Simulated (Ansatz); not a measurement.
# BH (quintet): the correlation ladder, cc-pVQZ

How much of the correlation energy of BH (quintet) does each wave-function method recover here?

Program: Ansatz 0.2.0, Gaussian basis. Level of theory: cc-pVQZ, core rule «outside noble gas», up to 1 orbitals frozen. These are calculated values, not measurements.

To be run: UHF; CCSD(T) on ROHF; CCSD(T) on UHF; BCCD(T) on ROHF; CCSDT(Q) on ROHF; CCSDT(Q) on UHF; Full CI; Full CI in the symmetry of the determinant.

22 further runs of the same task are left out: 4 for a known fault of the program, 3 that didn't finish, 15 set aside as unsound or not needed.

### Step 1. What is computed

The geometry is a PBE0/def2-TZVP stationary point (not a proven minimum) of the parent state, kept for this charge and spin.

2 atoms, charge 0, spin multiplicity 5.

Atoms are counted from 1 here; the program's logs count them from 0.

Bond lengths: B1–H2 1.194 Å.

Coordinates:

```xyz
2

B     0.00000    0.00000    0.00000
H     0.00000    0.00000    1.19400
```

### Step 2. UHF

Input file in.yaml:

```yaml
crystal:
  periodic: [false, false, false]
  atoms:
    - {symbol: B, position_ang: [0.000000, 0.000000, 0.000000]}
    - {symbol: H, position_ang: [0.000000, 0.000000, 1.194000]}
basis:
  gaussian: {orbitals: cc-pVQZ}
magnetization: {spin_polarized: true, initial_magnetization: 4}
hamiltonian: {xc: hf}
output: {orbitals: {seedname: orbitals}}
```

Command:

```
$ ansatz run in.yaml --threads 1 --pin off --events-out ev --progress --plain --max-ram 2393MiB
```

After this run come: CCSD(T) on ROHF; CCSD(T) on UHF; BCCD(T) on ROHF; CCSDT(Q) on ROHF; CCSDT(Q) on UHF; Full CI; Full CI in the symmetry of the determinant.

**Question.** What will the summary of the whole plan be? Wanted: UCCSDT(Q) below the RHF energy; RMP2 from UCCSDT(Q); UMP2 from UCCSDT(Q); RCCSD from UCCSDT(Q); RCCSD(T) from UCCSDT(Q); UCCSD(T) from UCCSDT(Q); RCCSDT(Q) from UCCSDT(Q); T1 diagnostic.

The runs gave:

| quantity | value |
| --- | --- |
| UCCSDT(Q) below the RHF energy | -0.8364 eV |
| RMP2 from UCCSDT(Q) | +4.83 kcal/mol |
| UMP2 from UCCSDT(Q) | +4.81 kcal/mol |
| RCCSD from UCCSDT(Q) | +0.36 kcal/mol |
| RCCSD(T) from UCCSDT(Q) | +0.09 kcal/mol |
| UCCSD(T) from UCCSDT(Q) | +0.07 kcal/mol |
| RCCSDT(Q) from UCCSDT(Q) | +0.02 kcal/mol |
| levels within 1 kcal/mol (43 meV) | RCCSD, UCCSD, RCCSD(T), UCCSD(T), BCCD(T), RCCSDT, UCCSDT, RCCSDT(Q) |
| T1 diagnostic | 0.007 |

**Reading.** RCCSD(T) lands +0.09 kcal/mol from the yardstick (0.5 % of the correlation energy). These misses are within one basis, not against nature; the frozen cores of restricted and unrestricted runs differ, which can shift their rows.
